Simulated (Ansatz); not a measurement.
**singlet PO(+): levels of theory in one basis**

```xyz
2

P     0.0000    0.0000   -0.7748
O     0.0000    0.0000    0.7748
```

Basis set: def2-SVP (spherical functions). Frozen core: 6 orbitals. Charge 1, multiplicity 1.

Computed with Ansatz (development build ahead of 0.2.0); each method stands on the lowest determinant of its kind that the runs found.

```tsv
method	E − E(RHF) (eV)	<S²> of the determinant
RHF	0.00	–
UHF	-0.22	0.57
UHF-MP2	-7.40	0.57
RHF-CCSD(T)	-9.14	–
UHF-CCSD(T)	-9.04	0.57
RHF-CCSDT(Q)	-9.23	–
UHF-CCSDT(Q)	-9.27	0.57
```

(1) What does RHF-MP2 give on the same scale?

Results:

(1) -8.82 eV.

Caution for UHF, UHF-MP2, UHF-CCSD(T), UHF-CCSDT(Q): the unrestricted determinant is spin contaminated. Caution for UHF-MP2, UHF-CCSD(T), UHF-CCSDT(Q): a plain start can end on a higher determinant. Caution for UHF-CCSD(T): the program doubts this total; another reference gives a lower total.
